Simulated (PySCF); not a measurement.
**hydrogen peroxide: gas-phase deprotonation enthalpies at several levels**

Structure: `OO` (H2O2). Coordinates in Å; atoms count from 1 in this order:
```
O    -0.6188   -0.0887    0.3281
O     0.5924   -0.2370   -0.3977
H    -1.0928    0.5515   -0.2201
H     1.2440    0.0446    0.2589
```

All levels share the PBE0-D3(BJ)/ma-def2-SVP structures and the PBE0-D3(BJ)/ma-def2-SVP thermal terms; only the single-point energies (PySCF) change. Values are gas-phase deprotonation enthalpies (298 K, kJ/mol).

```csv
level,O1,abs. error,time
MP2/jun-cc-pV(T+d)Z,1570,3.7,2.2 s
M06-2X/ma-def2-TZVP,1572,1.8,–
CCSD(T)/jun-cc-pV(T+d)Z,1576,2.3,29 s
HF/jun-cc-pV(T+d)Z,1602,27.7,0.48 s
ATcT 1.112,1574,,
```

Times are wall times for all single points of a level on 1 thread of AMD EPYC 7B13, a shared host; the dash marks the run that also made the structures.

Hartree-Fock leaves out electron correlation, so its deprotonation energies can be off by tens of kJ/mol.

The spread: 31 kJ/mol, from 1570 to 1602.

Differences come from unrounded values, so a last digit can differ from that of the printed terms.
